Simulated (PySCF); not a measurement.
Simulated outer-valence photoelectron spectrum of sulfuryl chloride, `O=S(=O)(Cl)Cl`. Method: EOM-IP-CCSD/aug-cc-pVDZ in PySCF, restricted Hartree–Fock reference, frozen core, non-relativistic, gas phase, PBE0-D3(BJ)/def2-SVP geometry.

Each root has a Gaussian of 0.5 eV full width with its one-hole share as area; cross sections and vibrations are left out, and the highest printed point is 100.

```json
{"ionisation energy (eV)": "11.5", "intensity": "0"}
{"ionisation energy (eV)": "11.6", "intensity": "1"}
{"ionisation energy (eV)": "11.7", "intensity": "4"}
{"ionisation energy (eV)": "11.8", "intensity": "12"}
{"ionisation energy (eV)": "11.9", "intensity": "26"}
{"ionisation energy (eV)": "12.0", "intensity": "47"}
{"ionisation energy (eV)": "12.1", "intensity": "71"}
{"ionisation energy (eV)": "12.2", "intensity": "88"}
{"ionisation energy (eV)": "12.3", "intensity": "92"}
{"ionisation energy (eV)": "12.4", "intensity": "80"}
{"ionisation energy (eV)": "12.5", "intensity": "60"}
{"ionisation energy (eV)": "12.6", "intensity": "42"}
{"ionisation energy (eV)": "12.7", "intensity": "32"}
{"ionisation energy (eV)": "12.8", "intensity": "32"}
{"ionisation energy (eV)": "12.9", "intensity": "35"}
{"ionisation energy (eV)": "13.0", "intensity": "36"}
{"ionisation energy (eV)": "13.1", "intensity": "34"}
{"ionisation energy (eV)": "13.2", "intensity": "31"}
{"ionisation energy (eV)": "13.3", "intensity": "32"}
{"ionisation energy (eV)": "13.4", "intensity": "37"}
{"ionisation energy (eV)": "13.5", "intensity": "44"}
{"ionisation energy (eV)": "13.6", "intensity": "53"}
{"ionisation energy (eV)": "13.7", "intensity": "67"}
{"ionisation energy (eV)": "13.8", "intensity": "84"}
{"ionisation energy (eV)": "13.9", "intensity": "99"}
{"ionisation energy (eV)": "14.0", "intensity": "100"}
{"ionisation energy (eV)": "14.1", "intensity": "84"}
{"ionisation energy (eV)": "14.2", "intensity": "58"}
{"ionisation energy (eV)": "14.3", "intensity": "33"}
{"ionisation energy (eV)": "14.4", "intensity": "15"}
{"ionisation energy (eV)": "14.5", "intensity": "5"}
{"ionisation energy (eV)": "14.6", "intensity": "2"}
{"ionisation energy (eV)": "14.7", "intensity": "0"}
```

**Question.** Where are the maxima, and how many lines lie under the curve?

**Answer.** 3 maxima, at 12.3, 13.0 and 14.0 eV, from 8 lines. At this width some lines have no maximum of their own.

**Question.** List the lines with their holes.

**Answer.** 
```json
{"E (eV)": "12.16", "leading hole (HF orbital)": "HOMO-2", "area": "0.94", "Koopmans (eV)": "13.85"}
{"E (eV)": "12.26", "leading hole (HF orbital)": "HOMO-1", "area": "0.94", "Koopmans (eV)": "13.73"}
{"E (eV)": "12.39", "leading hole (HF orbital)": "HOMO", "area": "0.95", "Koopmans (eV)": "13.67"}
{"E (eV)": "12.97", "leading hole (HF orbital)": "HOMO-3", "area": "0.95", "Koopmans (eV)": "14.10"}
{"E (eV)": "13.51", "leading hole (HF orbital)": "HOMO-4", "area": "0.94", "Koopmans (eV)": "14.84"}
{"E (eV)": "13.91", "leading hole (HF orbital)": "HOMO-5", "area": "0.94", "Koopmans (eV)": "15.56"}
{"E (eV)": "13.99", "leading hole (HF orbital)": "HOMO-6", "area": "0.94", "Koopmans (eV)": "15.61"}
{"E (eV)": "14.03", "leading hole (HF orbital)": "HOMO-7", "area": "0.93", "Koopmans (eV)": "15.90"}
```

The widest gap, 0.58 eV, lies between 12.39 and 12.97 eV. Only orbitals with −ε under 21 eV, eight at most, were ionised, so the high end of the curve may lack lines.
